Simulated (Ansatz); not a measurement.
**CH3BCl−: an energy map over angle H5–B1–C2 and angle H6–C2–B1**

A grid of calculations on CH3BCl, SMILES B[CH-]Cl, charge −1, to see where the energy is lowest and how it rises around there.

The runs use Ansatz 0.2.0; RKS CAM-B3LYP-D4/def2-SVPD.

**1. Where the work starts**

SMILES `B[CH-]Cl`, 6 atoms, charge -1, spin multiplicity 1.

Atoms are counted from 1 here; the program's logs count them from 0.

Bond lengths: B1–C2 1.452 Å, B1–H4 1.230 Å, B1–H5 1.236 Å, C2–Cl3 1.842 Å, C2–H6 1.102 Å. Angles: C2–B1–H4 124.5°, C2–B1–H5 117.0°, H4–B1–H5 118.6°, B1–C2–Cl3 124.0°, B1–C2–H6 129.7°, Cl3–C2–H6 106.3°.

Coordinates:

```xyz
6

B    -0.5555    0.0682   -0.5880
C     0.4312    0.1223    0.4762
Cl    1.2605   -1.3596    1.1888
H    -0.9518   -0.9686   -1.1173
H    -1.0257    1.1446   -0.9723
H     0.8413    0.9931    1.0127
```

This geometry comes from a loose relaxation at PBE in a small basis, which is not shown.

**3. Plan of the scan**

First coordinate, angle H5–B1–C2: 15 values from 93.0 to 143.0 °. Second coordinate, angle H6–C2–B1: 15 values from 104.7 to 154.7 °.

Nothing else is relaxed (all other coordinates rigid). Energies count from the relaxed molecule at the same level. Points are written as (first, second).

(The set-up runs are not shown.)

**4. Grid point (118.0°, 129.7°)**

Contents of input.yaml:

```yaml
crystal:
  periodic: [false, false, false]
  atoms:
    - { symbol: B, position_ang: [-0.550118, 0.073832, -0.578739] }
    - { symbol: C, position_ang: [0.430688, 0.126121, 0.473547] }
    - { symbol: Cl, position_ang: [1.241387, -1.358114, 1.173462] }
    - { symbol: H, position_ang: [-0.932183, -0.960017, -1.101372] }
    - { symbol: H, position_ang: [-1.02863, 1.1305, -0.971772] }
    - { symbol: H, position_ang: [0.838214, 0.987884, 1.004192] }
total_charge: -1
basis:
  gaussian: { orbitals: def2-SVPD }
hamiltonian:
  xc: { name: CAM-B3LYP }
  dispersion: d4
output:
  forces: true
```

Launch:

```
ansatz run input.yaml --threads 1 --pin off --max-ram 2560MiB --backend cpu --events-out ev --progress --plain --runs-dir out
```

Further runs follow: the other points that were computed.

Q: Predict the outcome of this session. Wanted: lowest point; highest computed point; largest force on an atom.

**Answer**, as computed:

| quantity | value |
| --- | --- |
| lowest point | (118.0°, 129.7°), 0.00 eV |
| highest computed point | (93.0°, 154.7°), 1.06 eV above the lowest |
| largest force on an atom (eV/Å) | 0.00 at (118.0°, 129.7°) to 2.74 at (93.0°, 154.7°); 0.00 at the lowest point |
| time for the whole task | 8.7 min on 1 thread, shared host |

The lowest computed point is at (118.0°, 129.7°), 0.00 eV from the relaxed molecule at the same level. The grid shows no other well, apart from its symmetry copies. The highest computed point, (93.0°, 154.7°), lies 1.06 eV above the lowest. Round the minimum the two coordinates are nearly uncoupled.
